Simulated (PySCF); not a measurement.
Bonds (- single, = double, # triple, : aromatic): O1=C2 1.245 Å, C2-O3 1.238 Å, C2-C4 1.558 Å, C4-F5 1.371 Å, C4-F6 1.363 Å. C4 carries H7. Formal charges: O3 -1.

Total charge -1.

Geometry: PBE0-D3(BJ)/def2-SVP; GIAO absolute shieldings from PySCF 2.14, gas phase, non-relativistic, averaged over equivalent atoms.

At PBE0/pcSseg-1 (107 basis functions, 7.1 s wall time on 1 thread of an x86-64 server CPU, shared host):
| atoms | σ (ppm) |
| --- | --- |
| O1/O3 | -0.5 |
| C2 | 18.4 |
| C4 | 67.3 |
| F5/F6 | 317.5 |
| H7 | 26.19 |

Task: Predict the values at CAM-B3LYP/pcSseg-2 on the same geometry.

Result: 
```tsv
atoms	σ at CAM-B3LYP/pcSseg-2	change
O1/O3	8.4	+8.9
C2	6.8	-11.6
C4	58.8	-8.5
F5/F6	312.0	-5.5
H7	25.97	-0.22
```

The largest change is at C2 (carboxylate carbon). Cost: 230 basis functions, 25 s wall time on 1 thread of an x86-64 server CPU, shared host.
